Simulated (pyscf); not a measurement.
Four-centre exchange: `[Cl][Ga]([Cl])[Cl]` + `[H][H]` → `[ClH]` + `[Cl][GaH][Cl]`

Gas phase, singlet surface, charge 0. Bonds broken: Cl1–Ga2, H5–H6. Bonds formed: Cl1–H5, Ga2–H6. Optimised with ωB97X-D3(BJ)/def2-SVP in PySCF.

Transition state (Å):

```xyz
6

Cl    -0.0009     0.4720     1.5445
Ga    -1.4648    -0.3896    -0.1407
Cl    -1.0981    -2.4569    -0.4544
Cl    -3.4147     0.4176     0.0891
H      0.0164     0.7707     0.0378
H     -0.4062     0.6238    -0.9876
```

One imaginary mode, 1177i cm⁻¹; descent along it reached the two sides named, in the forms told below.

| bond | change | reactant side (Å) | saddle | product side |
|---|---|---|---|---|
| Cl1–Ga2 | breaks | 2.121 | 2.393 | 2.7 |
| H5–H6 | breaks | 0.764 | 1.119 | 2.9 |
| Cl1–H5 | forms | 3.0 | 1.536 | 1.288 |
| Ga2–H6 | forms | 2.491 | 1.693 | 1.550 |

Electronic energies relative to the separated reactants (kcal/mol):

| level | barrier | reaction energy | reverse barrier |
|---|---|---|---|
| ωB97X-D3(BJ)/def2-TZVP | 32.5 | +22.4 | 10.1 |
| PBE/def2-TZVP | 26.8 | +19.1 | 7.7 |
| r²SCAN/def2-TZVP | 28.1 | +21.3 | 6.9 |
| B3LYP-D3(BJ)/def2-TZVP | 31.5 | +20.3 | 11.2 |
| PBE0-D3(BJ)/def2-TZVP | 28.2 | +20.0 | 8.2 |
| M06-2X/def2-TZVP | 33.5 | +24.0 | 9.4 |
| ωB97M-D3(BJ)/def2-TZVP | 32.4 | +19.1 | 13.3 |
| HF/def2-TZVP | 45.9 | +19.4 | 26.4 |

With ωB97M-D3(BJ)/def2-TZVP energies and thermal terms (ideal gas, 1 atm, RRHO with modes under 100 cm⁻¹ raised to 100, one conformer, R ln 2 for chiral ones without a mode under 150 cm⁻¹), in kcal/mol:

| T (K) | ΔH‡ | ΔG‡ | ΔH | ΔG |
|---|---|---|---|---|
| 298 | 32.4 | 40.0 | +19.9 | +17.7 |
| 600 | 31.5 | 48.2 | +19.2 | +15.8 |
| 900 | 31.4 | 56.5 | +18.8 | +14.2 |
| 1200 | 31.7 | 64.8 | +18.6 | +12.7 |

On the product side the descent ends in an adduct with a Cl–Ga contact, 7.3 kcal/mol under the separated species and 17.5 kcal/mol under the saddle at ωB97X-D3(BJ)/def2-TZVP. What is counted as broken (Cl–Ga) persists as a longer contact in the product adduct; parting that adduct is a step of its own. This is the saddle that the search found; another between the same sides may lie lower. Elements up to Kr have no core potential and no relativistic terms here.
